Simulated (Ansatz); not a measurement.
**C4H5F: shapes and states compared**

Computed with Ansatz's Gaussian-basis code (development build). Basis cc-pVTZ, nonrelativistic, no frozen core; active space CAS(4,4). Restricted Hartree–Fock, then the lowest state-specific CASSCF solution met for each case. On stretched bonds single-reference methods can fail or change state. Unlike active orbitals can shift such differences by tenths of an eV, at times by over 1 eV.

Case A, triplet:

```json
{"atom": "C", "x (Å)": "0.0000", "y (Å)": "-1.8168", "z (Å)": "-0.2523"}
{"atom": "C", "x (Å)": "0.0000", "y (Å)": "-0.4815", "z (Å)": "-0.2037"}
{"atom": "C", "x (Å)": "0.0000", "y (Å)": "0.3462", "z (Å)": "0.9925"}
{"atom": "C", "x (Å)": "0.0000", "y (Å)": "1.6862", "z (Å)": "0.9630"}
{"atom": "F", "x (Å)": "0.0000", "y (Å)": "0.2245", "z (Å)": "-1.3671"}
{"atom": "H", "x (Å)": "0.0000", "y (Å)": "-2.3922", "z (Å)": "0.6639"}
{"atom": "H", "x (Å)": "0.0000", "y (Å)": "-2.3402", "z (Å)": "-1.1996"}
{"atom": "H", "x (Å)": "0.0000", "y (Å)": "-0.1905", "z (Å)": "1.9377"}
{"atom": "H", "x (Å)": "0.0000", "y (Å)": "2.2315", "z (Å)": "0.0267"}
{"atom": "H", "x (Å)": "0.0000", "y (Å)": "2.2660", "z (Å)": "1.8787"}
```

Case B, singlet: the shape of A.

Energy less that of case A, in eV:

```csv
case,RHF/ROHF
B,-3.046
```

(1) Give the SC-NEVPT2 energies against case A.

(2) Which case is lowest, and do the methods agree?

Answers

(1) B: -3.450 eV (-79.6 kcal/mol).

(2) B is lowest in SC-NEVPT2. Of the methods shown, RHF/ROHF agrees.
